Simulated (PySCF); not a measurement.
Start geometry of `CO/C=C/F` from GFN2-xTB (Å):
```
atom  x, y, z in Å
C1    -1.1773   -0.2923    0.7615
O2    -0.2953    0.8068    0.7854
C3     0.7326    0.7626   -0.0740
C4     1.0730   -0.1798   -0.9510
F5     2.1369   -0.0620   -1.7335
H6    -1.9586   -0.0385    1.5042
H7    -1.6601   -0.3591   -0.2253
H8    -0.6853   -1.2037    1.0015
H9     1.3865    1.6385    0.0572
H10    0.4981   -1.0934   -1.1471
```

Question: What comes out of this run: PBE0-D3(BJ)/def2-SVP geometry optimisation, gas phase (PySCF)?

Answer: 
```
atom  x, y, z in Å
C1    -0.8080   -0.3423    0.4376
O2    -0.0365    0.8232    0.5068
C3     1.0565    0.8778   -0.2708
C4     1.5004   -0.0667   -1.1072
F5     2.6095    0.1477   -1.8227
H6    -1.6546   -0.2132    1.1232
H7    -1.1920   -0.5117   -0.5854
H8    -0.2253   -1.2303    0.7449
H9     1.6029    1.8192   -0.1700
H10    1.0442   -1.0407   -1.2923
```

The energy falls by 7.0 kJ/mol over 6 energy and gradient evaluations, the largest force component goes from 0.0390 to 4.0e-04 Eh/bohr, and the atoms move by 0.029 Å rms after alignment. The bond that changes most is C1–H8 (methoxy carbon to methyl hydrogen), which lengthens by 0.042 Å. Bonds longer at the end by more than 0.005 Å: 4 of 9; shorter: 4. Among the angles that change most is O2–C3–C4, from 129.9° to 127.1°. Rotational constants go from 18128, 2651, 2347 to 17790, 2689, 2372 MHz. The orientation of the end geometry is arbitrary; only internal coordinates are fixed.

The run used 95 basis functions and 44 SCF cycles in all. Hardware: Intel Xeon 6975P-C, one thread, no GPU, shared host with 192 logical CPUs at a one-minute load of 66. Cost: 12 s, 0.39 GiB resident at most.

Whether it is a minimum is left open (no frequencies). The numbers are those of one conformer.
